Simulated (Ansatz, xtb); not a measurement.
**Relative energy of two isomers of BH4OSi**

Structure a: `[BH]O[SiH3]`, a doublet. Structure b: `BO[SiH2]`, a doublet. Both are isolated molecules in the gas phase, relaxed with PBE0-D3(BJ)/def2-SVP; the shapes shown needn't be the lowest conformers.

a (Å):

```xyz
7

B     1.1736   -1.6031    1.6670
O     0.5215   -1.1491    0.6049
Si   -0.7894   -0.1275    0.2958
H     0.8997   -1.3148    2.8224
H    -1.3388    0.3870    1.5837
H    -0.2958    0.9899   -0.5520
H    -1.8124   -0.9208   -0.4357
```

b (Å):

```yaml
atoms:
  - { symbol: B, position_ang: [0.3962, -0.9989, 1.9686] }
  - { symbol: O, position_ang: [0.4327, -0.3916, 0.7634] }
  - { symbol: Si, position_ang: [-0.7761, 0.3022, -0.1857] }
  - { symbol: H, position_ang: [-0.6634, -1.1536, 2.5462] }
  - { symbol: H, position_ang: [1.4430, -1.3803, 2.4419] }
  - { symbol: H, position_ang: [-0.3300, 0.1878, -1.6059] }
  - { symbol: H, position_ang: [-2.0766, -0.4058, 0.0470] }
```

Energies in hartree; the thermal terms are from PBE0-D3(BJ)/def2-SVP harmonic frequencies (ideal gas, rigid rotor, one conformer each, 298.15 K, 1 atm) and include the zero-point energy:

```
                              a           b
E, CCSD(T)/def2-SVP  −391.039563  −391.058650
    E, MP2/def2-SVP  −390.994858  −391.014049
  E, MP2/def2-TZVPP  −391.314432  −391.332930
  zero-point energy     0.039615     0.040849
       H(298 K) − E     0.045579     0.046925
       G(298 K) − E     0.011963     0.012791
```

Problem. Correct the CCSD(T) difference for the basis set by the MP2 change, then work out ΔE, ΔE₀, ΔH and ΔG for a → b in kJ/mol (1 Eh = 2625.50 kJ/mol) and the equilibrium ratio [b]/[a].

Solution. 1. Differences b − a: CCSD(T) −0.019087, MP2 in the small set −0.019191, MP2 in the large set −0.018498 Eh.
2. ΔE = −0.019087 + (−0.018498 − (−0.019191)) = −0.018394 Eh = −48.29 kJ/mol.
3. ΔE₀ = ΔE + ΔZPE = −0.018394 + (+0.001234) Eh = −45.05 kJ/mol.
4. ΔH = ΔE + (+0.001346) Eh = −44.76 kJ/mol.
5. ΔG = ΔE + (+0.000828) Eh = −46.12 kJ/mol, so ΔS = (ΔH − ΔG)/T = +4.6 J/(mol K).
6. kT = 0.9442 mEh, so K = [b]/[a] = exp(−ΔG/kT) = exp(+18.60) ≈ 1.2 × 10^8.

Structure b is favoured at this temperature. An error of 4 kJ/mol in ΔG would change K by a factor of 5. Mirror images and further conformers aren't counted.

As drawn, b has 1 B–H in place of 1 Si–H.

Other levels gave ΔE = −65.3 (GFN2-xTB); −52.1 (HF/STO-3G, GFN2-xTB geometries); −39.1 (r2SCAN-D4/def2-SVP, GFN2-xTB geometries); −50.1 (PBE0-D3(BJ)/def2-SVP); −38.9 (HF/def2-SVP); −50.4 (MP2/def2-SVP); −50.1 (CCSD(T)/def2-SVP) kJ/mol. Open shells are spin-unrestricted. The correlated steps freeze 7 core orbitals. Programs: Ansatz 0.2.0, xtb 6.7.1.
